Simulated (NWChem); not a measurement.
# Correlation energy of CH₃O

```xyz
5

C     -0.6289     0.2385     0.1234
O      0.5894    -0.3303    -0.0831
H     -1.4662    -0.4429    -0.0412
H     -0.7529     1.3137    -0.0505
H      1.2772     0.3408     0.0161
```
Charge 0, spin multiplicity 2.

Program: NWChem. The geometry was optimised at UB3LYP/def2-SVP, a minimum by its harmonic frequencies. It is one conformer; others weren't searched.

Basis set: 6-31G*. Each correlation energy counts from its own Hartree-Fock reference.

The correlated methods keep 2 core orbitals frozen. The Pople sets run with spherical d functions. The structure started from a generated list of species. The stability of the SCF solutions was not checked. Open-shell Hartree-Fock references start from PBE0 orbitals. No row is a measurement; the coupled-cluster row has its own basis-set and correlation limits.

Task: One of these methods gave a correlation energy of -285.4 mHa. Which?
(A) SCS-UMP2
(B) CCSD[T] on UHF
(C) UMP2
(D) CCSD on UHF

Result: C, UMP2. The others give -279.6 (SCS-UMP2), -307.3 (CCSD on UHF), -313.9 (CCSD[T] on UHF).
